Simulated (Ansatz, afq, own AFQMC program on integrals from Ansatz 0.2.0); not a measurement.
# BSiH₃ (triplet): AFQMC on the coupled-cluster ladder at distance Si1–B2 = 1.937 Å, cc-pVDZ

Aim: compute BSiH₃ (triplet) with auxiliary-field quantum Monte Carlo on the same integrals as coupled cluster, and set the energies side by side.

Method: cc-pVDZ, frozen cores; program: Ansatz 0.2.0, Gaussian basis, and an in-house AFQMC program (afq) on its integrals; all values are calculated.

Plan: PBE (unrestricted); r2SCAN (unrestricted); PBE0 (unrestricted); B3LYP (unrestricted); wB97M-V (unrestricted); B2PLYP (unrestricted); CCSD(T) on UHF; CCSDT(Q) on UHF; Phaseless AFQMC, CISD trial on UHF.

4 further runs of the same task are left out: 4 that didn't finish.

## 1. The geometry

The geometry derives from a PBE0/def2-TZVP stationary point (not a proven minimum). One bond is set to the value named and the two fragments are kept rigid.

5 atoms, charge 0, spin multiplicity 3.

Atoms are counted from 1 here; the program's logs count them from 0.

Bond lengths: Si1–B2 1.937 Å, Si1–H3 1.498 Å, B2–H4 1.198 Å, B2–H5 1.192 Å. Angles: B2–Si1–H3 122.8°, Si1–B2–H4 117.0°, Si1–B2–H5 121.4°, H4–B2–H5 121.6°.

## 2. PBE (unrestricted)

Input file in.yaml:

```yaml
crystal:
  periodic: [false, false, false]
  atoms:
    - {symbol: Si, position_ang: [0.000000, -0.085926, 0.595821]}
    - {symbol: B, position_ang: [0.000000, 0.089951, -1.333031]}
    - {symbol: H, position_ang: [0.000000, 1.095005, 1.517690]}
    - {symbol: H, position_ang: [0.000000, 1.201588, -1.778382]}
    - {symbol: H, position_ang: [0.000000, -0.867120, -2.043536]}
basis:
  gaussian: {orbitals: cc-pVDZ}
magnetization: {spin_polarized: true, initial_magnetization: 2}
hamiltonian: {xc: {name: PBE}}
output: {orbitals: {seedname: orbitals}}
```

Started as:

```sh
> ansatz run in.yaml --threads 1 --pin off --events-out ev --progress --plain --max-ram 1382MiB
```

Log:

```text
Functional definition: PBE
  name "PBE"
  cite "Perdew, Burke & Ernzerhof, Phys. Rev. Lett. 77, 3865 (1996) doi:10.1103/PhysRevLett.77.3865"
  parent pbe
  parameter kappa = 0.804
  parameter beta = 0.06672455060314922
  exchange = pbe_x(kappa = kappa, mu = beta*pi^2/3)
  correlation = pbe_c(beta = beta)
566 factors; their error is unknown
mean field evaluation 1: about -8589.4907 eV, gradient 2.2e1 eV
mean field evaluation 2: about -8560.3322 eV, gradient 5.0e1 eV
mean field evaluation 4: about -8593.9628 eV, gradient 2.5e0 eV
mean field evaluation 8: about -8594.0222 eV, gradient 5.8e-2 eV
mean field evaluation 16: about -8594.0027 eV, gradient 9.2e-6 eV
mean field -8594.00267540 eV, -315.8237730969 hartree, gradient 9.3e-6 eV, S^2 2.002818; 0 other end points of the search recorded, 0 dependent functions left out
reference -8594.00270610 eV, -315.8237742249 hartree; 12, 10 occupied and 35, 37 virtual orbitals, 566 factors
Total energy: -8594.00270610 eV, -315.8237742249 hartree
```

It took 1.7 s on 1 thread of Arm Neoverse N1, shared host.

From the report: ⟨S²⟩ of the determinant 2.003 (pure triplet: 2.00).

## 3. r2SCAN (unrestricted)

in.yaml: that of step 2 with these lines changed.

```diff
@@ -11,3 +11,2 @@
 magnetization: {spin_polarized: true, initial_magnetization: 2}
-hamiltonian: {xc: {name: PBE}}
-output: {orbitals: {seedname: orbitals}}
+hamiltonian: {xc: {name: r2SCAN}}
```

Same command.

Log:

```text
Functional definition: r2SCAN
  name "r2SCAN"
  cite "Furness, Kaplan, Ning, Perdew & Sun, J. Phys. Chem. Lett. 11, 8208 (2020) doi:10.1021/acs.jpclett.0c02405"
  cite "Furness, Kaplan, Ning, Perdew & Sun, J. Phys. Chem. Lett. 11, 9248 (2020) doi:10.1021/acs.jpclett.0c03077"
  parent r2scan
  parameter k0 = 0.174
  parameter k1 = 0.065
  parameter a1 = 4.9479
  exchange = r2scan_x(k0 = k0, k1 = k1, a1 = a1)
  correlation = r2scan_c
566 factors; their error is unknown
mean field evaluation 1: about -8594.7006 eV, gradient 2.0e1 eV
mean field evaluation 2: about -8587.8993 eV, gradient 3.2e1 eV
mean field evaluation 4: about -8598.2203 eV, gradient 1.2e0 eV
mean field evaluation 8: about -8598.2386 eV, gradient 3.2e-2 eV
mean field evaluation 16: about -8598.2188 eV, gradient 9.5e-5 eV
mean field -8598.21879267 eV, -315.9787125487 hartree, gradient 1.3e-5 eV, S^2 2.005710; 0 other end points of the search recorded, 0 dependent functions left out
reference -8598.21880282 eV, -315.9787129215 hartree; 12, 10 occupied and 35, 37 virtual orbitals, 566 factors
Total energy: -8598.21880282 eV, -315.9787129215 hartree
```

Run time: 4.2 s. Hardware: 1 thread of Arm Neoverse N1, shared host.

From the report: ⟨S²⟩ of the determinant 2.006 (pure triplet: 2.00).

## 4. PBE0 (unrestricted)

in.yaml: that of step 3 with these lines changed.

```diff
@@ -11,2 +11,3 @@
 magnetization: {spin_polarized: true, initial_magnetization: 2}
-hamiltonian: {xc: {name: r2SCAN}}
+hamiltonian: {xc: {name: PBE0}}
+output: {orbitals: {seedname: orbitals}}
```

Same command.

Log:

```text
Functional definition: PBE0
  name "PBE0"
  cite "Adamo & Barone, J. Chem. Phys. 110, 6158 (1999) doi:10.1063/1.478522"
  cite "Perdew, Burke & Ernzerhof, Phys. Rev. Lett. 77, 3865 (1996) doi:10.1103/PhysRevLett.77.3865"
  parent pbe
  parameter a = 0.25
  parameter kappa = 0.804
  parameter beta = 0.06672455060314922
  exchange = (1 - a)*pbe_x(kappa = kappa, mu = beta*pi^2/3) + a*exact_x
  correlation = pbe_c(beta = beta)
444 factors; integrals over basis functions are off by at most 1.4e-3 eV
mean field evaluation 1: about -8592.5165 eV, gradient 1.7e1 eV
mean field evaluation 2: about -8591.1958 eV, gradient 2.0e1 eV
mean field evaluation 4: about -8595.0018 eV, gradient 5.2e-1 eV
mean field evaluation 8: about -8595.0800 eV, gradient 6.5e-2 eV
mean field evaluation 16: about -8595.0801 eV, gradient 3.3e-5 eV
mean field -8595.08014786 eV, -315.8633694793 hartree, gradient 3.4e-5 eV, S^2 2.003303; 0 other end points of the search recorded, 0 dependent functions left out
reference -8595.08017088 eV, -315.8633703251 hartree; 12, 10 occupied and 35, 37 virtual orbitals, 444 factors
Total energy: -8595.08017088 eV, -315.8633703251 hartree
```

It took 2.3 s on 1 thread of Arm Neoverse N1, shared host.

From the report: ⟨S²⟩ of the determinant 2.003 (pure triplet: 2.00).

## 5. B3LYP (unrestricted)

in.yaml: that of step 4 with these lines changed.

```diff
@@ -11,3 +11,2 @@
 magnetization: {spin_polarized: true, initial_magnetization: 2}
-hamiltonian: {xc: {name: PBE0}}
-output: {orbitals: {seedname: orbitals}}
+hamiltonian: {xc: {name: B3LYP}}
```

The command is unchanged.

Log, shortened:

```text
Functional definition: B3LYP
  name "B3LYP"
  cite "Stephens, Devlin, Chabalowski & Frisch, J. Phys. Chem. 98, 11623 (1994) doi:10.1021/j100096a001"
  cite "Becke, Phys. Rev. A 38, 3098 (1988) doi:10.1103/PhysRevA.38.3098"
  cite "Lee, Yang & Parr, Phys. Rev. B 37, 785 (1988) doi:10.1103/PhysRevB.37.785"
  cite "Vosko, Wilk & Nusair, Can. J. Phys. 58, 1200 (1980) doi:10.1139/p80-159"
[...]
444 factors; integrals over basis functions are off by at most 1.4e-3 eV
[...]
mean field -8600.13102087 eV, -316.0489856387 hartree, gradient 3.2e-5 eV, S^2 2.002207; 0 other end points of the search recorded, 0 dependent functions left out
reference -8600.13122424 eV, -316.0489931126 hartree; 12, 10 occupied and 35, 37 virtual orbitals, 444 factors
Total energy: -8600.13122424 eV, -316.0489931126 hartree
```

Run time: 2.4 s. Hardware: 1 thread of Arm Neoverse N1, shared host.

From the report: ⟨S²⟩ of the determinant 2.002 (pure triplet: 2.00).

## 6. wB97M-V (unrestricted)

in.yaml: that of step 5 with these lines changed.

```diff
@@ -11,2 +11,3 @@
 magnetization: {spin_polarized: true, initial_magnetization: 2}
-hamiltonian: {xc: {name: B3LYP}}
+hamiltonian: {xc: {name: wB97M-V}}
+output: {orbitals: {seedname: orbitals}}
```

Launched as before.

Log, shortened:

```text
Functional definition: wB97M-V
  name "wB97M-V"
  cite "Mardirossian & Head-Gordon, J. Chem. Phys. 144, 214110 (2016) doi:10.1063/1.4952647"
  cite "Becke, J. Chem. Phys. 107, 8554 (1997) doi:10.1063/1.475007"
  cite "Vydrov & Van Voorhis, J. Chem. Phys. 133, 244103 (2010) doi:10.1063/1.3521275"
  # Of w^i u^j: cxij and so on, Table III.
[...]
  gx(w, u) = 1 - cx + cx01*u + cx10*w
  gss(w, u) = css00 + css04*u^4 + css10*w + css20*w^2 + css43*w^4*u^3
  gos(w, u) = cos00 + cos10*w + (cos20 + cos21*u)*w^2 + (cos60 + cos61*u)*w^6
[...]
      + integral(e_c_pw_mod_opposite_spin*gos(b97_w_opposite, b97_u_opposite)) + vv10(b, c)
444 factors; integrals over basis functions are off by at most 1.4e-3 eV
169 factors; integrals over basis functions are off by at most 1.1e-5 eV
[...]
mean field -8597.99280849 eV, -315.9704077831 hartree, gradient 5.6e-5 eV, S^2 2.001412; 0 other end points of the search recorded, 0 dependent functions left out
reference -8597.99284307 eV, -315.9704090539 hartree; 12, 10 occupied and 35, 37 virtual orbitals, 444 factors
Total energy: -8597.99284307 eV, -315.9704090539 hartree
```

Run time: 11 s. Hardware: 1 thread of Arm Neoverse N1, shared host.

From the report: ⟨S²⟩ of the determinant 2.001 (pure triplet: 2.00).

## 7. B2PLYP (unrestricted)

in.yaml: that of step 6 with these lines changed.

```diff
@@ -11,3 +11,3 @@
 magnetization: {spin_polarized: true, initial_magnetization: 2}
-hamiltonian: {xc: {name: wB97M-V}}
-output: {orbitals: {seedname: orbitals}}
+hamiltonian: {xc: {name: B2PLYP}}
+correlation: {electrons: outside_noble_gas}
```

Same command.

Log, shortened:

```text
Functional definition: B2PLYP
  name "B2PLYP"
  cite "Grimme, J. Chem. Phys. 124, 034108 (2006) doi:10.1063/1.2148954"
  cite "Becke, Phys. Rev. A 38, 3098 (1988) doi:10.1103/PhysRevA.38.3098"
  cite "Lee, Yang & Parr, Phys. Rev. B 37, 785 (1988) doi:10.1103/PhysRevB.37.785"
[...]
444 factors; integrals over basis functions are off by at most 1.4e-3 eV
[...]
mean field -8593.49956767 eV, -315.8052842287 hartree, gradient 4.5e-6 eV, S^2 2.003759; 0 other end points of the search recorded, 0 dependent functions left out
6 core orbitals not correlated: weight in the atoms' cores, before any rotation towards them, 1.000 or more for the frozen orbitals, at most 0.000 for the correlated occupied ones
reference -8593.49969680 eV, -315.8052889740 hartree; 6, 4 occupied and 35, 37 virtual orbitals, 444 factors
second order -5.27910221 eV of doubles, -0.00000000 eV of singles
Total energy: -8594.92505440 eV, -315.8576698996 hartree
```

Run time: 2.7 s. Hardware: 1 thread of Arm Neoverse N1, shared host.

From the report: ⟨S²⟩ of the determinant 2.004 (pure triplet: 2.00).

## 8. CCSD(T) on UHF

in.yaml: that of step 7 with these lines changed.

```diff
@@ -11,3 +11,2 @@
 magnetization: {spin_polarized: true, initial_magnetization: 2}
-hamiltonian: {xc: {name: B2PLYP}}
-correlation: {electrons: outside_noble_gas}
+correlation: {method: ccsd_t, electrons: outside_noble_gas, hamiltonian_folder: ham}
```

The command is unchanged.

Log, shortened:

```text
Functional definition: HF
  name "HF"
  cite "Fock, Z. Phys. 61, 126 (1930) doi:10.1007/BF01340294"
  parent pbe
[...]
444 factors; integrals over basis functions are off by at most 1.4e-3 eV
[...]
mean field -8578.94352777 eV, -315.2703596287 hartree, gradient 1.7e-6 eV, S^2 2.007649; 0 other end points of the search recorded, 0 dependent functions left out
6 core orbitals not correlated: weight in the atoms' cores, before any rotation towards them, 1.000 or more for the frozen orbitals, at most 0.000 for the correlated occupied ones
reference -8578.94352777 eV, -315.2703596287 hartree; 6, 4 occupied and 35, 37 virtual orbitals, 444 factors
second order -4.11578122 eV of doubles, -0.00000000 eV of singles
cycle   1  -4.83185410 eV  change   -7.2e-1 eV  update   6.8e-2
[...]
cycle  12  -5.12665036 eV  change   -2.1e-6 eV  update   4.9e-6
perturbative correction -0.14317031 eV, -0.0052614118 hartree
Total energy: -8584.21334843 eV, -315.4640219661 hartree
```

Run time: 1.9 s. Hardware: 1 thread of Arm Neoverse N1, shared host.

From the report: ⟨S²⟩ of the determinant 2.008 (pure triplet: 2.00); correlation -5.2698 eV; T1 0.025; largest double amplitude 0.04.

This run also writes the integrals to the folder ham.

## 9. CCSDT(Q) on UHF

in.yaml: that of step 8 with these lines changed.

```diff
@@ -11,2 +11,2 @@
 magnetization: {spin_polarized: true, initial_magnetization: 2}
-correlation: {method: ccsd_t, electrons: outside_noble_gas, hamiltonian_folder: ham}
+correlation: {method: ccsdt_q, electrons: outside_noble_gas}
```

Launched as before.

Log, shortened:

```text
Functional definition: HF
  name "HF"
  cite "Fock, Z. Phys. 61, 126 (1930) doi:10.1007/BF01340294"
  parent pbe
[...]
885 factors; integrals over basis functions are off by at most 2.0e-7 eV
[...]
mean field -8578.94355024 eV, -315.2703604547 hartree, gradient 1.5e-6 eV, S^2 2.007649; 0 other end points of the search recorded, 0 dependent functions left out
6 core orbitals not correlated: weight in the atoms' cores, before any rotation towards them, 1.000 or more for the frozen orbitals, at most 0.000 for the correlated occupied ones
reference -8578.94355024 eV, -315.2703604547 hartree; 6, 4 occupied and 35, 37 virtual orbitals, 885 factors
second order -4.11579976 eV of doubles, -0.00000000 eV of singles
cycle   1  -4.83183838 eV  change   -7.2e-1 eV  update   7.5e-2
[...]
cycle  17  -5.30488407 eV  change    2.5e-7 eV  update   6.7e-7
perturbative correction -0.00665932 eV, -0.0002447256 hartree
Total energy: -8584.25509363 eV, -315.4655560740 hartree
```

Wall time 38 s (1 thread of Arm Neoverse N1, shared host); peak memory 0.34 GiB.

From the report: ⟨S²⟩ of the determinant 2.008 (pure triplet: 2.00); correlation -5.3115 eV; T1 0.027; largest double amplitude 0.05.

## 10. Phaseless AFQMC, CISD trial on UHF

It reads the integrals that the CCSD(T) run on this determinant wrote.

Started as:

```sh
> afq ham --method phaseless --trial cisd --walkers 60 --populations 1 --least-time 40 --time-step 0.005 --steps-per-block 50 --equilibration-blocks 28 --max-blocks 300 --target-error 0.00038 --factor-cut 1e-05 --start spin_pure --seed 2681 --release-times 0.24,0.51,0.99,1.62,2.4 --release-step 0.03 --release-every 4 --taylor-order 6
```

Log:

```text
orbitals 41  electrons 6 4  factors 319 of 444
reference energy -315.27035963 Eh
CCSD correlation -0.18840061 Eh in 12 cycles, weight of the determinant in the CISD state 0.8834
energy of the start -315.458591 Eh
 block  time / (1/Eh)  mean weight  energy / Eh
     1     0.250  1.0004  -315.456199
     2     0.500  0.9994  -315.457461
     3     0.750  0.9999  -315.457849
     4     1.000  0.9992  -315.460031
     5     1.250  0.9985  -315.459882
     6     1.500  1.0013  -315.461773
     7     1.750  1.0019  -315.463598
     8     2.000  0.9993  -315.461600
     9     2.250  0.9985  -315.461937
    10     2.500  0.9983  -315.462608
    13     3.250  0.9988  -315.463446
    17     4.250  1.0010  -315.463684
    21     5.250  0.9987  -315.466039
    25     6.250  0.9996  -315.462503
    29     7.250  1.0007  -315.461845
    33     8.250  0.9995  -315.464845
    37     9.250  0.9995  -315.465973
    41    10.250  1.0002  -315.469392
    45    11.250  0.9998  -315.471528
    49    12.250  1.0009  -315.465535
    53    13.250  1.0015  -315.463244
    57    14.250  0.9989  -315.468666
    61    15.250  0.9997  -315.463613
    65    16.250  0.9990  -315.460603
    69    17.250  1.0016  -315.460369
    73    18.250  1.0004  -315.462772
    77    19.250  1.0000  -315.467143
    81    20.250  0.9978  -315.464207
    85    21.250  0.9999  -315.467464
    89    22.250  0.9987  -315.461433
    93    23.250  0.9981  -315.467160
    97    24.250  0.9974  -315.464950
   101    25.250  0.9993  -315.462429
   105    26.250  0.9991  -315.466253
   109    27.250  1.0008  -315.465255
   113    28.250  1.0022  -315.464133
   117    29.250  1.0029  -315.470140
   121    30.250  1.0008  -315.464804
   125    31.250  0.9984  -315.462140
   129    32.250  1.0020  -315.463552
   133    33.250  1.0001  -315.467092
   137    34.250  1.0008  -315.465021
   141    35.250  0.9996  -315.467387
   145    36.250  1.0004  -315.462595
   149    37.250  1.0004  -315.461734
   153    38.250  1.0008  -315.464412
   157    39.250  0.9991  -315.466852
   161    40.250  0.9998  -315.464613
   165    41.250  0.9977  -315.468133
   169    42.250  0.9991  -315.463795
   173    43.250  0.9998  -315.463860
   177    44.250  0.9992  -315.464236
   181    45.250  1.0013  -315.462145
   185    46.250  0.9990  -315.464200
blocks merged  error / Eh  count
     1  0.000183  160
     2  0.000223  80
     4  0.000261  40
     8  0.000291  20
    16  0.000320  10
released: time / (1/Eh)  energy / Eh  error  mean overlap
  0.24  -315.464863  0.000319  1.0059
  0.51  -315.464691  0.000363  1.0235
  0.99  -315.465457  0.000297  1.0240
  1.62  -315.465081  0.000344  1.0255
  2.40  -315.466044  0.000414  0.9822
energy -315.464942 +/- 0.000291 Eh
```

Wall time 10 min (1 thread of Arm Neoverse N1, shared host).

Energy -8584.2384 ± 0.0079 eV. Caveats: constraint bias not in the error.

## 11. All levels side by side

On the UHF determinant, counted from CCSDT(Q) (a yardstick, not exact):

```tsv
level	energy (eV)	from CCSDT(Q) (kJ/mol)	statistical error (kJ/mol)	time
HF	-8578.9435	+512.5		
MP2	-8583.0593	+115.4		
CCSD	-8584.0702	+17.8		
CCSD(T)	-8584.2133	+4.0		
CCSDT(Q)	-8584.2551	0.0		
Phaseless AFQMC, CISD trial, step 0.005, 60 walkers	-8584.2384	+1.6	0.8	10 min
```

The functionals' totals stand on their own zeros and serve differences with other points: PBE -8594.003 eV; r2SCAN -8598.219 eV; PBE0 -8595.080 eV; B3LYP -8600.131 eV; wB97M-V -8597.993 eV; B2PLYP -8594.925 eV.

## 12. What came out

| quantity | value |
| --- | --- |
| CCSD(T) on UHF from CCSDT(Q) | +4.0 kJ/mol |
| Phaseless AFQMC, CISD trial on UHF from CCSDT(Q) | +1.6 ± 0.8 kJ/mol |

In words: On UHF the phaseless walk with the CISD trial lies +1.6 kJ/mol from CCSDT(Q), within three error bars. Error bars are statistical and leave out the constraint, the time step and what remains of the start.
